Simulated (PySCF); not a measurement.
# How the method moves the HOMO and LUMO of `N#[N+][O-]`

N2O.
Atom-mapped SMILES: `[N:1]#[N+:2][O-:3]`

Basis pcSseg-2 throughout (PySCF), one geometry. Isolated species at its PBE0-D3(BJ)/def2-SVP geometry, gas phase.

How do the orbital energies, the gap and the dipole change with the method?

```csv
method,kind,HOMO (eV),LUMO (eV),gap (eV),μ (D),SCF cycles
BLYP,GGA,-8.29,-1.41,6.88,0.16,15
OPBE,GGA,-8.37,-1.29,7.08,0.20,16
PBE,GGA,-8.39,-1.44,6.95,0.19,15
B97-D,GGA,-8.40,-1.42,6.98,0.15,15
KT2,GGA,-8.42,-1.36,7.05,0.11,15
KT3,GGA,-8.47,-1.41,7.06,0.12,16
BP86,GGA,-8.48,-1.54,6.95,0.18,14
LDA,LDA,-8.63,-1.71,6.91,0.18,14
B97-2,global hybrid,-9.57,-0.43,9.14,0.00,14
B3LYP,global hybrid,-9.62,-0.68,8.94,0.00,13
PBE0,global hybrid,-9.84,-0.32,9.53,0.01,12
mPW1PW91,global hybrid,-9.87,-0.36,9.52,0.02,12
BHandHLYP,global hybrid,-11.23,0.83,12.06,0.24,13
CAM-B3LYP,range-separated hybrid,-11.27,0.80,12.07,0.10,13
wB97X-D,range-separated hybrid,-11.70,1.56,13.25,0.05,14
LC-wPBE,range-separated hybrid,-12.55,2.12,14.67,0.12,14
HF,Hartree–Fock,-13.36,4.01,17.37,0.57,10
```

The HOMO spans 5.07 eV, from BLYP down to HF, and the gap runs from 6.88 eV (BLYP) to 17.37 eV (HF). Over the methods BLYP (0 %), OPBE (0 %), PBE (0 %), B97-D (0 %), KT2 (0 %), KT3 (0 %), BP86 (0 %), LDA (0 %), B97-2 (21 %), B3LYP (20 %), PBE0 (25 %), mPW1PW91 (25 %), BHandHLYP (50 %), HF (100 %), a straight line through the gap against the share of exact exchange rises by 1.03 eV for each 10 % (correlation coefficient 1.000). The dipole ranges from 0.00 D (B97-2) to 0.57 D (HF). This basis has no diffuse functions.

Reference dipole: 0.16 D (measured, gas; NIST CCCBDB Release 22 (SRD 101), experimental dipoles); nearest here: BLYP (0.16 D) and B97-D (0.15 D). 

The vertical ΔSCF ionisation energy at CAM-B3LYP/def2-SVPD is 13.04 eV; −ε(HOMO) comes closest to it with HF (13.36 eV).
